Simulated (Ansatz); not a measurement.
We consider bcc Li, described by r²SCAN-D4 (PAW; Ansatz, a quantum-chemistry and plane-wave program).

Numerical settings: plane-wave cutoff 560 eV, 22×22×22 k mesh, Fermi–Dirac smearing 0.05 eV, scalar-relativistic PAW data made under PBE.

Cell (relaxed at this level):

```
CELL_PARAMETERS angstrom
     -1.73606     1.73606     1.73606
      1.73606    -1.73606     1.73606
      1.73606     1.73606    -1.73606
ATOMIC_POSITIONS crystal
  Li 0.00000 0.00000 0.00000
```

Task: Give the computed bulk modulus and pressure derivative B′ of the bulk modulus.

Result: 
bulk modulus: 13.1 GPa
pressure derivative B′ of the bulk modulus: 3.3

The run finds no gap.

Measured, for comparison: bulk modulus 13.8 GPa (corrected for temperature and zero-point phonon effects, our sources range from 13.1 to 13.9; as tabulated in Levämäki et al. (2014), arXiv:1402.3671). Computed (rounded) less measured: bulk modulus -5 % (inside the range of the sources held).

Static lattice: no zero-point or thermal effects.
